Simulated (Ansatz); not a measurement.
**H₃LiOSi (SMILES [Li][O][SiH3]): one structure at several levels**

The atoms stand at a structure displaced at random from a GFN2-xTB minimum. How far do the functionals agree with CCSD(T) there?

Computed with Ansatz 0.2.0, Gaussian basis. Level: single points in def2-TZVPP.

Correlated methods freeze the cores. The outer core shell of Li, Na, Mg and K is correlated.

## Step 1: Where the work starts

SMILES `[Li][O][SiH3]`, 6 atoms, charge 0, spin multiplicity 1.

Atoms are counted from 1 here; the program's logs count them from 0.

Bond lengths: Li1–O2 1.607 Å, O2–Si3 1.595 Å, Si3–H4 1.505 Å, Si3–H5 1.450 Å, Si3–H6 1.469 Å. Angles: Li1–O2–Si3 178.3°, O2–Si3–H4 108.0°, O2–Si3–H5 111.9°, O2–Si3–H6 109.9°, H4–Si3–H5 109.0°, H4–Si3–H6 108.6°, H5–Si3–H6 109.3°.

Geometry (Å):

```xyz
6
H3LiOSi
Li    0.2648   -2.5005    0.8568
O     0.0931   -0.9875    0.3433
Si   -0.0326    0.5138   -0.1806
H    -1.0706    0.5410   -1.2700
H     1.2227    1.0084   -0.7112
H    -0.4766    1.3889    0.9120
```

## Step 2: CCSD(T)/def2-TZVPP

run/in.yaml reads:

```yaml
crystal:
  periodic: [false, false, false]
  atoms:
    - {symbol: Li, position_ang: [0.264800, -2.500500, 0.856800]}
    - {symbol: O, position_ang: [0.093100, -0.987500, 0.343300]}
    - {symbol: Si, position_ang: [-0.032600, 0.513800, -0.180600]}
    - {symbol: H, position_ang: [-1.070600, 0.541000, -1.270000]}
    - {symbol: H, position_ang: [1.222700, 1.008400, -0.711200]}
    - {symbol: H, position_ang: [-0.476600, 1.388900, 0.912000]}
basis:
  gaussian: {orbitals: def2-TZVPP}
correlation: {method: ccsd_t}
output: {forces: true}
```

No record of the launch command was kept for these runs.

## Step 3: PBE0-D4/def2-TZVPP

run/in.yaml: that of step 2 with these lines changed.

```diff
@@ -11,3 +11,3 @@
   gaussian: {orbitals: def2-TZVPP}
-correlation: {method: ccsd_t}
-output: {forces: true}
+hamiltonian: {xc: pbe0, dispersion: d4}
+output: {forces: true, orbitals: {seedname: orbitals}}
```

## Step 4: wB97M-V/def2-TZVPP

run/in.yaml: that of step 3 with these lines changed.

```diff
@@ -11,3 +11,3 @@
   gaussian: {orbitals: def2-TZVPP}
-hamiltonian: {xc: pbe0, dispersion: d4}
-output: {forces: true, orbitals: {seedname: orbitals}}
+hamiltonian: {xc: {name: wB97M-V}}
+output: {forces: true}
```

## Step 5: r2SCAN-D4/def2-TZVPP

run/in.yaml: that of step 4 with these lines changed.

```diff
@@ -11,3 +11,3 @@
   gaussian: {orbitals: def2-TZVPP}
-hamiltonian: {xc: {name: wB97M-V}}
+hamiltonian: {xc: r2scan, dispersion: d4}
 output: {forces: true}
```

## Step 6: PBE-D4/def2-TZVPP

run/in.yaml: that of step 5 with these lines changed.

```diff
@@ -11,3 +11,3 @@
   gaussian: {orbitals: def2-TZVPP}
-hamiltonian: {xc: r2scan, dispersion: d4}
+hamiltonian: {xc: pbe, dispersion: d4}
 output: {forces: true}
```

## Step 7: BLYP-D4/def2-TZVPP

run/in.yaml: that of step 6 with these lines changed.

```diff
@@ -11,3 +11,3 @@
   gaussian: {orbitals: def2-TZVPP}
-hamiltonian: {xc: pbe, dispersion: d4}
+hamiltonian: {xc: {name: BLYP}, dispersion: d4}
 output: {forces: true}
```

## Step 8: SPW92/def2-TZVPP

run/in.yaml: that of step 7 with these lines changed.

```diff
@@ -11,3 +11,3 @@
   gaussian: {orbitals: def2-TZVPP}
-hamiltonian: {xc: {name: BLYP}, dispersion: d4}
+hamiltonian: {xc: lda}
 output: {forces: true}
```

(Steps that only read results are left out.)

Q: Predict the outcome of this session. Wanted: energy less free atoms, CCSD(T)/def2-TZVPP; RMS force component; RMS force error; HOMO and LUMO, PBE0-D4; T1 diagnostic.

As calculated:

```
                                  quantity                                                                                         value
energy less free atoms, CCSD(T)/def2-TZVPP                                                                                    -19.028 eV
                       RMS force component                                                          0.370 to 0.449 eV/Å over the methods
                           RMS force error  PBE0-D4 0.082, wB97M-V 0.035, r2SCAN-D4 0.056, PBE-D4 0.177, BLYP-D4 0.205, SPW92 0.144 eV/Å
                    HOMO and LUMO, PBE0-D4                                                                            -6.71 and -1.13 eV
                             T1 diagnostic                                                                                         0.012
```

**Reading.** Against CCSD(T) the functionals' energies less atoms differ by -2.605 to +0.027 eV, PBE-D4 by -0.248 eV. A larger basis would deepen the CCSD(T) value, while the functionals are nearly converged already, so the order here is not reliable. The forces of wB97M-V come nearest to CCSD(T), those of BLYP-D4 are farthest. Frozen-core CCSD(T) forces in triple zeta carry basis errors of their own, and this is one geometry, so small gaps rank nothing.
